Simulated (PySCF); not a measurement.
Species: 1,3-dioxane, `O1COCCC1`. The columns A, B, C and D hold Mulliken, IAO, Hirshfeld and ESP-fitted charges (e) of one PBE0/pcSseg-2 density (PySCF), in a shuffled order. Coordinates in Å (PBE0-D3(BJ)/def2-TZVP); the density's dipole moment is (-0.43, 1.95, -0.50) D.

```tsv
atom	x	y	z	A	B	C	D
C1	-0.709	0.714	0.665	-0.092	-0.039	+0.019	-0.302
C2	-1.155	-0.051	-0.568	-0.008	+0.088	+0.094	-0.058
O3	-0.552	-1.330	-0.599	-0.153	-0.344	-0.416	-0.407
C4	0.837	-1.223	-0.551	+0.054	+0.061	+0.358	+0.132
O5	1.298	-0.614	0.616	-0.153	-0.346	-0.416	-0.407
C6	0.807	0.708	0.717	-0.008	+0.092	+0.093	-0.058
H7	-1.107	0.227	1.559	+0.047	+0.075	+0.029	+0.149
H8	-1.088	1.740	0.637	+0.051	+0.003	+0.029	+0.145
H9	-2.234	-0.212	-0.583	+0.052	+0.060	+0.052	+0.157
H10	-0.879	0.506	-1.478	+0.035	+0.039	+0.025	+0.115
H11	1.191	-0.649	-1.428	+0.030	+0.072	-0.005	+0.094
H12	1.241	-2.234	-0.570	+0.056	+0.142	+0.059	+0.168
H13	1.187	1.113	1.656	+0.052	+0.060	+0.052	+0.157
H14	1.215	1.314	-0.108	+0.035	+0.036	+0.025	+0.115
```

Q: Which column most likely holds the ESP-fitted charges?

A: B. Σ q r misses the density's dipole by 0.04 D (B), 0.32 D (C), 0.91 D (A), 0.96 D (D). Charges fitted to the outside potential are the only set here that is tied to the molecule's multipoles.

Q: And the Hirshfeld charges?

A: A. The mean sizes are 0.059 e (A), 0.104 e (B), 0.120 e (C), 0.176 e (D), and Hirshfeld charges are commonly the smallest of these schemes.

As computed, A = Hirshfeld, B = ESP-fitted, C = Mulliken, D = IAO. Hydrogens on carbon: Hirshfeld +0.03 to +0.06, ESP-fitted 0.00 to +0.14, Mulliken -0.01 to +0.06, IAO +0.09 to +0.17 e.

The Hirshfeld scheme weights the molecular density at each point by an atom's share of the summed free-atom densities. The ESP scheme is a least-squares fit of atom-centred charges to the potential on four shells outside the van der Waals surface, with the total charge fixed.

Isolated species at its PBE0-D3(BJ)/def2-TZVP geometry (one conformer only).

These values come from a run that also computed NMR shieldings. The run took 34 s wall, 80 s CPU on Intel Xeon Platinum 8259CL at 2.50 GHz, 2 threads, no GPU, shared host with 96 logical CPUs at a one-minute load of 16, and the process peaked at 2.4 GiB of memory.
